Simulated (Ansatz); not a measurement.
## Relative stability

Two relaxed structures of CH$_{4}$LiSi, doublet (PBE0-D4/def2-TZVP; forces vanish, vibrations not checked).

A:

```
7
angstrom
Li -2.4386 -0.3938 0.0968
C -0.6319 0.1040 -0.3229
Si 0.6722 0.2403 0.9577
H 0.1309 -0.0919 2.3181
H -0.2305 0.3423 -1.3162
H 1.2665 1.6115 1.0961
H 1.8375 -0.6850 0.7621
```

B:

Li1  (-1.943, -0.397, 0.416)
C2  (-0.292, -0.088, -0.808)
Si3  (0.466, 0.124, 0.801)
H4  (-0.121, -1.004, -1.371)
H5  (-0.499, 0.782, -1.429)
H6  (0.941, 1.492, 1.157)
H7  (1.448, -0.910, 1.235)
(Å)

Program: Ansatz 0.2.0. Basis: def2-TZVPP. Cores are frozen in the correlated methods; orbitals are unrestricted. The outer core shell of Li, Na, Mg and K is correlated. B3LYP uses VWN-RPA correlation.

(1) Which structure is lower at CCSD(T), and by how much? (Judge from chemistry; the value comes from the calculation.)

No T1 diagnostic of these runs exceeds 0.016. ⟨S²⟩ of the unrestricted Hartree–Fock references: 0.76 to 0.77 (a pure state has 0.75).

## Answers

(1) Computed: B, by 55.1 kJ/mol (electronic energy, against the other). By their contacts, A is CH₄LiSi ([Li][CH][SiH3]) and B is CH₄LiSi ([Li]1[CH2][SiH2]1).

All methods give the same order:

```tsv
method	E(B) − E(A) (kJ/mol)
PBE-D4	-77.6
r2SCAN-D4	-62.2
PBE0-D4	-68.4
B3LYP-D4	-57.6
wB97M-V	-53.8
HF	-13.9
MP2	-64.4
CCSD	-48.7
CCSD(T)	-55.1
```

Labels in which every atom is bracketed show which atoms are joined, not bond orders.

For scale, one of the runs: CCSD(T)/def2-TZVPP, 148 basis functions, launched by `ansatz run in.yaml --threads 2 --pin off --events-out ev --progress --plain --max-ram 4352MiB`. Hardware: 2 CPU threads of an Arm Neoverse V1, shared host. Wall time 46 s; peak host memory 2.1 GiB.
